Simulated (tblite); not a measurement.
C5H7N.
SMILES with atom numbers: `[CH2:1]=[C:2]([C:3]#[N:4])[CH2:5][CH3:6]` (hydrogens: H7, H8 on C1; H9, H10 on C5; H11, H12, H13 on C6)

Computed with GFN2-xTB (tblite), gas phase: nudged elastic band of 9 images (0 to 8), spring 0.2 eV/Å², climbing image at the end, force threshold 0.05 eV/Å. The top image wasn't refined or checked by frequencies; at this threshold it can lie a kcal/mol or more above the true saddle point of the method.

The band describes a rotation about C2–C5 (fully substituted alkene carbon, allylic carbon), followed by the dihedral C3–C2–C5–C6, from the optimised start (-65°) to a second optimised geometry at 65°.

Q: Give the energy profile along the converged band.

A: 
```
image  dihedral (°)  E (kcal/mol)  C2–C5 (Å)  C3···C6 (Å)  largest true force (eV/Å)
    0           -65          0.00      1.504         3.03                       0.01
    1           -49          0.21      1.505         2.92                       0.04
    2           -33          0.71      1.507         2.83                       0.05
    3           -17          1.19      1.509         2.77                       0.05
    4            -1          1.39      1.510         2.75                       0.05
    5            16          1.21      1.509         2.76                       0.05
    6            32          0.74      1.507         2.82                       0.04
    7            48          0.24      1.505         2.91                       0.03
    8            65          0.01      1.504         3.03                       0.01
```

Barriers of this band. The top is image 4 at -1°: 1.4 kcal/mol in either direction, as the ends lie within 0.002 eV of each other (their dihedrals are equal and opposite within 4°). The central bond is 0.006 Å longer at the top than at the start.

Q: What rate follows at 298 K for crossing this barrier forward?

A: Taking the electronic barrier for the free energy of activation (no zero-point or entropy terms, transmission 1), rate = (kT/h)·exp(−ΔE/kT) ≈ 6 × 10^11 s⁻¹, whose inverse is 2 × 10^-12 s. An error of 1 kcal/mol in the barrier changes this by a factor of 5, and the method and the loose band can each miss by that much or more. The barrier is only 2.4 kT, where transition-state theory is rough.

Q: How long is the path, and how are the images spaced?

A: Cartesian distances between aligned neighbours (all atoms, Å): 0.70, 0.70, 0.69, 0.69, 0.69, 0.69, 0.70, 0.73; the sum is 5.58 Å, and the top lies 50 % of the way along.

What follows is the cost of the whole band run. The run took 1.9 s wall on AMD EPYC 9R14, one thread (shared host), and the process peaked at 0.18 GiB of memory.
